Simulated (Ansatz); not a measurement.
Diborane mono Cl (B₂H₅Cl). Charge 0, multiplicity 3. Geometry PBE-D4/def2-TZVP, that of the neutral singlet; atoms count from 1.

```csv
atom,x (Å),y (Å),z (Å)
B1,-0.5439,-0.1863,0.6126
Cl2,-2.2298,-0.5209,0.1635
H3,-0.2387,-0.2356,1.7671
H4,0.3152,-0.9393,-0.0957
B5,0.6735,0.2137,-0.5964
H6,1.7838,0.4246,-0.2043
H7,0.3596,0.2611,-1.7487
H8,-0.1197,0.9827,0.1020
```

At PBE0-D4/def2-TZVP a singlet of charge 0 lies 6.13 eV below the triplet at the same geometry.

(1) Estimate the Mulliken populations from the PBE0/def2-TZVP orbitals of Ansatz.

(2) Where does the spin sit?

(3) And the Mayer bond orders between heavy atoms (over 0.3)?

## Answers

(1) 
| atom | charge (e) | spin (α − β) |
| --- | --- | --- |
| B1 | -0.29 | 0.62 |
| Cl2 | 0.12 | 0.55 |
| H3 | 0.17 | 0.21 |
| H4 | 0.21 | -0.03 |
| B5 | -0.53 | 0.65 |
| H6 | 0.03 | -0.03 |
| H7 | 0.07 | 0.06 |
| H8 | 0.21 | -0.03 |
Mulliken values depend strongly on the basis.

(2) Summed by element: B 1.27, Cl 0.55, H 0.18, of 2 unpaired in all. Largest on single atoms: B5 0.65, B1 0.62, Cl2 0.55.

(3) B1–Cl2 1.09 (1.78 Å); B1–B5 0.59 (1.76 Å).
